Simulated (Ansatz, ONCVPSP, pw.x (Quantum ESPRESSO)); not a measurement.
# pw.x on bcc Cr: one setting changed

Potential: optimised norm-conserving Vanderbilt (ONCV), ONCVPSP 4.0.1.1 (patched build), PBE; core [Ne] 3s2, reference 3p6 3d5 4s0.75 4p0.25; waves: 4s: rc 3.18 bohr, ncon 4, nbas 7, qcut 2.5 1/bohr, 2 projectors, debl 1.6 Ha; 3p+4p: rc 1.35 bohr, ncon 4, nbas 7, qcut 12.8 1/bohr, 2 projectors; 3d: rc 1.75 bohr, ncon 4, nbas 8, qcut 8.9 1/bohr, 2 projectors, debl 3.7 Ha; local part: polynomial inside 1.10 bohr (lpopt 5, dvloc0 4 Ha); core correction: none.

The reference run (k-mesh 16³, cutoffs 110/440 Ry, Fermi–Dirac 0.01 Ry, mixing_beta 0.4, conv_thr 1e-9, no spin) gives 1.85 GPa at 11.577 Å³/atom, where all-electron LAPW gives -0.44 GPa. This run, with its own iteration cap, changes conv_thr to 1e-18, a wrong or extreme entry chosen on purpose.

```
&control
  calculation='scf', prefix='x', pseudo_dir='./', outdir='./tmp', tstress=.true., disk_io='none'
/
&system
  ibrav=0, nat=1, ntyp=1, ecutwfc=110, ecutrho=440, nbnd=14,
  occupations='smearing', smearing='fd', degauss=0.01
/
&electrons
  conv_thr=1e-18, mixing_beta=0.4, electron_maxstep=70
/
ATOMIC_SPECIES
Cr 1.0 Cr.UPF
CELL_PARAMETERS angstrom
  -1.42510002 1.42510002 1.42510002
  1.42510002 -1.42510002 1.42510002
  1.42510002 1.42510002 -1.42510002
ATOMIC_POSITIONS crystal
Cr 0.0000 0.0000 0.0000
K_POINTS automatic
16 16 16 0 0 0
```

```bash
pw.x < Cr.scf.in > Cr.scf.out
```

Q: How does the run end?

A: It converges in 17 iterations; the free energy moves by +0.0 meV/atom and the pressure by +0.00 GPa. The result is that of the reference run.

```
Message from routine setup:
     using ibrav=0 with symmetry is DISCOURAGED, use correct ibrav instead
     lattice parameter (alat)  =       4.6645  a.u.
     unit-cell volume          =      78.1255 (a.u.)^3
     number of electrons       =        12.00
     number of Kohn-Sham states=           14
     kinetic-energy cutoff     =     110.0000  Ry
     charge density cutoff     =     440.0000  Ry
     scf convergence threshold =      1.0E-18
     Exchange-correlation= PBE
     number of k points=   145  Fermi-Dirac smearing, width (Ry)=  0.0100
     iteration #  1     ecut=   110.00 Ry     beta= 0.40
     total energy              =    -118.35150219 Ry
     estimated scf accuracy    <       0.42639488 Ry
     iteration #  2     ecut=   110.00 Ry     beta= 0.40
     total energy              =    -118.42721622 Ry
     estimated scf accuracy    <       0.00560408 Ry
     iteration #  3     ecut=   110.00 Ry     beta= 0.40
     total energy              =    -118.42752258 Ry
     estimated scf accuracy    <       0.00230308 Ry
     iteration #  4     ecut=   110.00 Ry     beta= 0.40
     total energy              =    -118.42757743 Ry
     estimated scf accuracy    <       0.00009935 Ry
     iteration #  5     ecut=   110.00 Ry     beta= 0.40
     total energy              =    -118.42757919 Ry
     estimated scf accuracy    <       0.00001092 Ry
     iteration #  6     ecut=   110.00 Ry     beta= 0.40
     total energy              =    -118.42758014 Ry
     estimated scf accuracy    <       0.00000016 Ry
     [... 5 iterations left out ...]
     iteration # 12     ecut=   110.00 Ry     beta= 0.40
     total energy              =    -118.42758017 Ry
     estimated scf accuracy    <          2.8E-15 Ry
     iteration # 13     ecut=   110.00 Ry     beta= 0.40
     total energy              =    -118.42758017 Ry
     estimated scf accuracy    <          6.8E-15 Ry
     iteration # 14     ecut=   110.00 Ry     beta= 0.40
     total energy              =    -118.42758017 Ry
     estimated scf accuracy    <          1.4E-16 Ry
     iteration # 15     ecut=   110.00 Ry     beta= 0.40
     total energy              =    -118.42758017 Ry
     estimated scf accuracy    <          2.6E-16 Ry
     iteration # 16     ecut=   110.00 Ry     beta= 0.40
     total energy              =    -118.42758017 Ry
     estimated scf accuracy    <          9.5E-18 Ry
     iteration # 17     ecut=   110.00 Ry     beta= 0.40
     the Fermi energy is    18.3365 ev
!    total energy              =    -118.42758017 Ry
     estimated scf accuracy    <          6.7E-19 Ry
     smearing contrib. (-TS)   =      -0.00320556 Ry
     The total energy is F=E-TS. E is the sum of the following terms:
     one-electron contribution =     -27.49737856 Ry
     hartree contribution      =      21.86160349 Ry
     xc contribution           =     -15.49187977 Ry
     ewald contribution        =     -97.29671976 Ry
     convergence has been achieved in  17 iterations
          total   stress  (Ry/bohr**3)                   (kbar)     P=       18.56
     Message from routine punch:
     Nothing written, as per user request (disk_io='none')
```

The run took about 46 s on one core of a shared host (Neoverse-V1, 64 threads, 503 GiB, load 33).
